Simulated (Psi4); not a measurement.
# SiH2F2 (SMILES F[SiH2]F): HF/STO-3G

Aim: the vertical electron affinity of SiH2F2 at HF/STO-3G, from 2 runs. 

The calculation is run with Psi4 1.11.

**1. The molecule**

SiH2F2 has 5 atoms, charge 0, and is taken as a singlet. SMILES: `F[SiH2]F`. Geometry: relaxed at PBE0-D4/def2-TZVP.

Bond lengths: F1–Si2 1.586 Å, Si2–F3 1.586 Å, Si2–H4 1.474 Å, Si2–H5 1.474 Å. Angles: F1–Si2–F3 108.0°, F1–Si2–H4 108.5°, F1–Si2–H5 108.5°, F3–Si2–H4 108.5°, F3–Si2–H5 108.5°, H4–Si2–H5 114.6°.

**2. A single-point energy at HF/STO-3G**

Input file f2h2si.xyz:

```xyz
5
F2H2Si
F     -1.079010     0.538200     0.980720
Si    -0.005220    -0.000540    -0.054090
F      1.247630    -0.520590     0.766910
H     -0.590470    -1.138740    -0.786300
H      0.427070     1.121680    -0.907250
```

Input file run.py:

```python
import psi4

psi4.set_memory(2200000000)
psi4.set_num_threads(1)
psi4.core.set_output_file('psi4.out', False)

with open('f2h2si.xyz') as f:
    atoms = ''.join(f.readlines()[2:])
mol = psi4.geometry('0 1\n' + atoms + 'symmetry c1\nno_reorient\nno_com')

options = {'basis': 'STO-3G', 'puream': True, 'e_convergence': 1e-09, 'd_convergence': 1e-08, 'scf_type': 'pk'}
psi4.set_options(options)

result, w = psi4.energy('hf', return_wfn=True)
psi4.oeprop(w, 'LOWDIN_CHARGES', 'DIPOLE', 'MAYER_INDICES', title='HF')
print('E =', round(result, 9))
```

On the command line:

```bash
$ python run.py
```

psi4.out:

```text
[...]
  Running in c1 symmetry.
[...]
  Nuclear repulsion =  118.741930693433218
[...]
  Multiplicity = 1
[...]
  Nalpha       = 17
  Nbeta        = 17
[...]
    Number of basis functions: 21
[...]
   @RHF iter   1:  -482.78851637356706   -1.61110e+00   1.35146e-02 DIIS/ADIIS
[...]
   @RHF iter   9:  -482.86819402008990   -3.75167e-12   7.50817e-09 DIIS
[...]
    Orbital Energies [Eh]
    ---------------------
    Doubly Occupied:
       1A    -68.065683     2A    -25.833250     3A    -25.833083
       4A     -6.045050     5A     -4.071641     6A     -4.070748
       7A     -4.069588     8A     -1.462256     9A     -1.437340
      10A     -0.680397    11A     -0.543104    12A     -0.519296
      13A     -0.497581    14A     -0.443738    15A     -0.421721
      16A     -0.407368    17A     -0.380523
[...]
  @RHF Final Energy:  -482.86819402008990
   => Energetics <=
    Nuclear Repulsion Energy =            118.7419306934332184
    One-Electron Energy =                -913.6555160593986784
    Two-Electron Energy =                 312.0453913458755437
    Total Energy =                       -482.8681940200899021
[...]
 Multipole Moments:
 ------------------------------------------------------------------------------------
     Multipole            Electronic (a.u.)      Nuclear  (a.u.)        Total (a.u.)
 ------------------------------------------------------------------------------------
 L = 1.  Multiply by 2.5417464519 to convert [e a0] to [Debye]
 Dipole X            :         -2.4684589            2.4209281           -0.0475308
 Dipole Y            :         -0.2579308            0.2529776           -0.0049531
 Dipole Z            :        -25.5840984           25.0915189           -0.4925794
 Magnitude           :                                                    0.4948921
[...]
```

Standard output:

```text
E = -482.86819402
```

Wall time 1.4 s (1 thread of Intel Xeon 6975P-C (Granite Rapids), shared host); peak memory 0.18 GiB.

**3. The doublet anion: energy and forces at UHF/STO-3G**

Input file calc.dat:

```
memory 2200 mb

molecule system {
  -1 2
  F
  Si 1 1.585591
  F 2 1.5856 1 107.97573
  H 2 1.474499 1 108.51585 3 117.43526
  H 2 1.474495 4 114.61632 1 -121.45526
  symmetry c1
  no_reorient
  no_com
}

set {
  basis STO-3G
  reference uhf
  puream true
  e_convergence 1e-09
  d_convergence 1e-08
  scf_type pk
  maxiter 100
}

energy_value, wavefunction = gradient("hf", return_wfn=True)
oeprop(wavefunction, "WIBERG_LOWDIN_INDICES", "DIPOLE", "LOWDIN_CHARGES")
```

On the command line:

```bash
$ psi4 -i calc.dat -o calc.out -n 1
```

calc.out:

```text
[...]
  Running in c1 symmetry.
[...]
  Nuclear repulsion =  118.741904054613244
[...]
  Multiplicity = 2
[...]
  Nalpha       = 18
  Nbeta        = 17
[...]
    Number of basis functions: 21
[...]
   @UHF iter   1:  -482.33515409799253   -1.15774e+00   1.04418e-02 DIIS/ADIIS
[...]
   @UHF iter  17:  -482.40351172986311   -5.17275e-12   9.28534e-09 DIIS
[...]
   @S^2 Observed:                7.763909000E-01
[...]
    Orbital Energies [Eh]
    ---------------------
    Alpha Occupied:
       1A    -67.620596     2A    -25.482374     3A    -25.482201
       4A     -5.626826     5A     -3.642913     6A     -3.641736
       7A     -3.637527     8A     -1.166761     9A     -1.143128
      10A     -0.370491    11A     -0.230764    12A     -0.218878
      13A     -0.215562    14A     -0.144611    15A     -0.130014
      16A     -0.125647    17A     -0.091671    18A      0.451027
    Alpha Virtual:
      19A      0.830497    20A      0.837486    21A      0.878990
    Beta Occupied:
[...]
  @UHF Final Energy:  -482.40351172986311
   => Energetics <=
    Nuclear Repulsion Energy =            118.7419040546132436
    One-Electron Energy =                -925.1165628595546195
    Two-Electron Energy =                 323.9711470750783064
    Total Energy =                       -482.4035117298631121
  UHF NO Occupations:
  HONO-2 :   16  A 1.9992088
  HONO-1 :   17  A 1.9877072
[...]
  -Total Gradient:
     Atom            X                  Y                   Z
    ------   -----------------  -----------------  -----------------
       1        0.000000934519     0.030237123056     0.081810672757
       2       -0.000001017921    -0.048208444783    -0.035051374111
       3        0.000000931954     0.087145377686     0.003516329957
       4       -0.154364095986    -0.034587348493    -0.025138042442
       5        0.154363247434    -0.034586707467    -0.025137586160
[...]
 Multipole Moments:
 ------------------------------------------------------------------------------------
     Multipole            Electronic (a.u.)      Nuclear  (a.u.)        Total (a.u.)
 ------------------------------------------------------------------------------------
 L = 1.  Multiply by 2.5417464519 to convert [e a0] to [Debye]
 Dipole X            :         -0.0000308            0.0000085           -0.0000223
 Dipole Y            :         -3.5920585            2.6346512           -0.9574072
 Dipole Z            :         -2.6109762            1.9150363           -0.6959399
 Magnitude           :                                                    1.1836220
[...]
```

It took 1.8 s on 1 thread of Intel Xeon 6975P-C (Granite Rapids), shared host; peak memory 0.18 GiB.

**4. What came out**

At HF/STO-3G:

```
                                         quantity          value
                     singlet SiH2F2: total energy  -482.86819 Eh
                    singlet SiH2F2: dipole moment         1.26 D
                      singlet SiH2F2: HOMO energy      -10.35 eV
                      singlet SiH2F2: LUMO energy       13.01 eV
                    singlet SiH2F2: HOMO–LUMO gap       23.37 eV
                      doublet anion: total energy  -482.40351 Eh
doublet anion: HOMO energy (highest over α and β)       12.27 eV
 doublet anion: LUMO energy (lowest over α and β)       22.60 eV
                              doublet anion: ⟨S²⟩          0.776
          doublet anion: largest force on an atom     8.237 eV/Å
vertical electron affinity (to the doublet anion)     -12.645 eV
```

**Reading.** The anion lies 12.64 eV (1220 kJ/mol) above the neutral: the electron isn't bound at this level, and such a value depends on the basis. Without diffuse functions anions come out too high. Hartree–Fock misses the correlation that binds many anions. In a minimal basis such a difference can be off by several eV, whatever the method. The HOMO (doublet anion) lies at positive energy, 12.27 eV: the electron is unbound at this level or held by a compact basis; values depend on the basis.
